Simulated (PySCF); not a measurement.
A made-up structure of CH4Si, singlet:

```
6
angstrom
C -0.7144 -0.5286 -0.2567
Si 0.5975 0.4427 0.2133
H -1.3858 -0.9795 0.4648
H 0.0063 0.2465 1.4893
H 0.9070 0.7344 1.6290
H 1.5201 1.0632 -0.7609
```

It is relaxed with PBE-D4/def2-SVP and then PBE0-D4/def2-TZVP (PySCF 2.14 with density fitting (its default auxiliary sets; JK sets also for MP2 and CCSD(T))). Atoms count as bonded within 1.22 times the sum of their covalent radii (H–H: 0.88 Å). The end point is not checked to be a true minimum.

(1) Does its bonding change? (A judgement: the text doesn't fix the answer.)

Answers

(1) By the calculation: Yes. Formed: C1–H4; broken: Si2–H4.

Where it ends: The first stage lowers the energy by 5.25 eV in 40 steps. It ends as CH₄Si ([CH2][SiH2]):
```
6
angstrom
C -0.1002 -0.2547 1.2400
Si 0.3964 0.5261 -0.1844
H -0.9038 -0.9820 1.2491
H 0.3667 -0.0586 2.1982
H 1.4909 1.5192 -0.2086
H -0.2324 0.2667 -1.4967
```

Labels in which every atom is bracketed show which atoms are joined, not bond orders.

For scale, one of the runs: PBE0-D4/def2-TZVP relaxation, 92 basis functions, launched by `OMP_NUM_THREADS=2 python run.py`. Hardware: 2 CPU threads of an AMD EPYC 7B13, shared host. Wall time 14 s; peak host memory 0.89 GiB.
